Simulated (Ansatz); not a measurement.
# AlC₂+ (triplet): from Hartree-Fock to the top rungs, cc-pVDZ

An exercise on one series of results from a longer session: the logs are not shown, and one member is left open.

Method: cc-pVDZ, core rule «outside noble gas», up to 7 orbitals frozen; program: Ansatz 0.2.0, Gaussian basis.

The runs, in order: UHF; CCSD(T) on ROHF; CCSD(T) on UHF; BCCD(T) on ROHF; CISD; CCSDT(Q) on ROHF; CCSDT(Q) on UHF; CASSCF and MRCISD+Q, 10 electrons in 10 orbitals; CASSCF and NEVPT2, 10 electrons in 10 orbitals.

26 further runs of the same task are left out: 10 that didn't finish, 16 set aside as unsound or not needed.

## The system

The geometry is a PBE0/def2-TZVP stationary point (not a proven minimum) of the parent state, kept for this charge and spin.

3 atoms, charge 1, spin multiplicity 3.

Atoms are counted from 1 here; the program's logs count them from 0.

Bond lengths: Al1–C2 1.883 Å, C2–C3 1.244 Å. Angles: Al1–C2–C3 180.0°.

Coordinates:

```xyz
3
C2Al
Al    0.0000    0.0000    1.6697
C     0.0000    0.0000   -0.2129
C     0.0000    0.0000   -1.4568
```

Set-up of the first run:

File in.yaml:

```yaml
crystal:
  periodic: [false, false, false]
  atoms:
    - {symbol: Al, position_ang: [0.000000, 0.000000, 1.669700]}
    - {symbol: C, position_ang: [0.000000, 0.000000, -0.212900]}
    - {symbol: C, position_ang: [0.000000, 0.000000, -1.456800]}
basis:
  gaussian: {orbitals: cc-pVDZ}
total_charge: 1
magnetization: {spin_polarized: true, initial_magnetization: 2}
hamiltonian: {xc: hf}
output: {orbitals: {seedname: orbitals}}
```

Started as:

```bash
> ansatz run in.yaml --threads 1 --pin off --events-out ev --progress --plain --max-ram 2393MiB
```

Steps of the session up to this table: UHF; CCSD(T) on ROHF; CCSD(T) on UHF; BCCD(T) on ROHF; CISD; CCSDT(Q) on ROHF; CCSDT(Q) on UHF; CASSCF and MRCISD+Q, 10 electrons in 10 orbitals; CASSCF and NEVPT2, 10 electrons in 10 orbitals.

One of the session's tables, all rows but one given; the rest of the session is left out.

| method | from RCCSDT(Q) (kcal/mol) |
| --- | --- |
| ROHF | +174.43 |
| UHF | +162.44 |
| RMP2 | +21.23 |
| UMP2 | +37.08 |
| CISD | +24.35 |
| RCCSD | +11.15 |
| UCCSD | +11.10 |
| RCCSD(T) | +1.81 |
| UCCSD(T) | +2.92 |
| BCCD(T) | +1.86 |
| RCCSDT | +1.03 |
| UCCSDT | +1.06 |
| RCCSDT(Q) | 0 |
| UCCSDT(Q) | -0.01 |
| CASSCF frontier | +86.09 |
| NEVPT2 frontier | ? |
| MRCISD frontier | +6.17 |
| MRCISD+Q frontier | +1.22 |

**Question.** Estimate the row for NEVPT2 frontier.

The run gave: from RCCSDT(Q) (kcal/mol): +19.92. In the column «from RCCSDT(Q) (kcal/mol)» it lies between RCCSD (+11.15) and RMP2 (+21.23).

Caveats from the session: The determinant is far from a pure spin state, so its energy mixes those of several spin states (harmless only where they are near-degenerate, as at dissociation). Restricted and unrestricted rows rest on different reference determinants; where their highest levels disagree by more than a few hundredths of an eV, they describe different states and don't form one ladder.
